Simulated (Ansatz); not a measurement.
## Ansatz (development build ahead of 0.2.0) run

```yaml
crystal:
  periodic: [false, false, false]
  atoms:
    - { symbol: B, position_ang: [-0.02779, -0.00895, 0.03089] }
    - { symbol: H, position_ang: [1.03465, 0.01654, -0.03808] }
    - { symbol: H, position_ang: [-0.48545, 0.87296, -0.02879] }
    - { symbol: H, position_ang: [-0.51543, -0.85282, -0.02346] }
basis:
  gaussian: { orbitals: def2-SVP }
hamiltonian:
  xc: hf
```

The input is written out in the form of the current development build from the run's settings.

Results

| Quantity | Value |
| --- | --- |
| Converged | yes |
| Total energy | -26.29742 hartree |
| Spin squared of the determinant | 0.000 |

Caution: no unrestricted run beside it, a lower state can exist.
